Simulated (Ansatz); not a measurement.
C8H8 (`c1ccc2c(c1)CC2`), relaxed with RKS PBE-D4/def2-SVP in Ansatz 0.2.0 from a rough embedded geometry. The force threshold is 0.03 eV/Å; the program also tests the step.

Charge 0, multiplicity 1.

Start:

```xyz
16

C     0.063    0.673   -2.015
C     0.350   -0.742   -1.994
C     0.381   -1.436   -0.770
C     0.187   -0.631    0.348
C    -0.178    0.655    0.307
C    -0.242    1.349   -0.909
C    -0.333    0.812    1.781
C     0.039   -0.714    1.836
H    -0.018    1.167   -3.045
H     0.553   -1.261   -2.919
H     0.625   -2.448   -0.714
H    -0.484    2.430   -0.938
H    -1.389    0.992    2.117
H     0.333    1.443    2.283
H     0.917   -0.945    2.419
H    -0.803   -1.343    2.213
```

Problem. How much energy does the relaxation release, and in how many steps? (Best estimate.)

Solution. Computed: 0.55 eV, in 5 steps, 1 of them rejected.

Problem. Which bonds change most? (An estimate is asked.)

Solution. Ansatz gave: C1–C6 from 1.332 to 1.412 Å; C4–C5 from 1.337 to 1.406 Å; C7–H14 from 1.046 to 1.110 Å; C3–H11 from 1.043 to 1.101 Å.

Problem. Give the relaxed structure. (Best estimate.)

Solution. The calculation gave: 
```xyz
16

C     0.038    0.646   -2.069
C     0.356   -0.727   -2.011
C     0.410   -1.426   -0.786
C     0.129   -0.677    0.357
C    -0.191    0.691    0.299
C    -0.247    1.393   -0.905
C    -0.360    0.804    1.807
C     0.004   -0.731    1.872
H     0.011    1.144   -3.051
H     0.568   -1.263   -2.949
H     0.661   -2.498   -0.758
H    -0.495    2.464   -0.968
H    -1.383    1.054    2.156
H     0.358    1.477    2.322
H     0.941   -0.963    2.420
H    -0.801   -1.386    2.265
```
